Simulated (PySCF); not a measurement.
Species: Li₂.
SMILES: `[Li][Li]`

Theory: PBE/def2-TZVP geometry optimisation, gas phase (PySCF 2.14.0).

Masses are those of the commonest isotopes; rigid-rotor values at the optimised geometry. 

Q: What are the moment of inertia and the rotational constant?

A: I = 26.393 u·Å², B = 505379 MHz·u·Å²/I = 19148 MHz (0.6387 cm⁻¹, or 0.919 K as hB/k). For two atoms I = μr² with μ = 3.5080 u and r = 2.7429 Å.

Q: List the first levels of a rigid rotor in a Σ state.

A: E(J) = BJ(J+1): J = 1: 1.277, J = 2: 3.832, J = 3: 7.664, J = 4: 12.774, J = 5: 19.161, J = 6: 26.826 cm⁻¹.

Q: Has it a pure rotational spectrum?

A: Not by electric dipole: D∞h allows no dipole (computed 0.00 D). Rotational Raman lines (ΔJ = 2) lie at B(4J + 6), spaced by 4B = 2.555 cm⁻¹, with nuclear-spin weights that differ between even and odd J.

PBE/def2-TZVP frequencies: not computed here. These are rigid-rotor constants of the computed structure; measured ground-state constants (B0) also hold zero-point vibration.

Hardware: Arm Neoverse V1, one thread, no GPU, shared host with 32 logical CPUs at a one-minute load of 24. Cost: 1.2 s, 0.22 GiB resident at most. These figures are those of the optimisation.
